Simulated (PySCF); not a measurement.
Core-level binding energies of nitrosyl fluoride

Compound: nitrosyl fluoride, FNO.
Atom-mapped SMILES: `[O:1]=[N:2][F:3]`

Method: PySCF 2.14.0, delta-SCF UKS SCAN, pcX-2 on the ionised atom, pcseg-1 elsewhere, spin-free X2C. Each binding energy is the total energy of the core-ionised species, with the hole localised on one atom, minus that of the ground state; both are solved self-consistently, so orbital relaxation is included.

Problem. What binding energy does each computed site have?

Solution. 
| atom(s) | environment | level | binding energy (eV) | count |
| --- | --- | --- | --- | --- |
| F3 | fluorine bonded to N | F 1s | 692.24 | 1 |
| O1 | oxygen bonded to N | O 1s | 543.35 | 1 |
| N2 | nitrogen bonded to F and O | N 1s | 413.04 | 1 |

Problem. What is the longest wavelength that can ionise F 1s of F3 vertically?

Solution. λ = hc/E = 12398.42 eV Å / 692.24 eV = 17.911 Å.

Spin contamination (⟨S²⟩ against 0.75 for a pure doublet) is marked for N 1s of N2 (atom 2) (0.86), which makes this value less certain. Geometry: GFN2-xTB; no solvent, vibrations or thermal averaging.
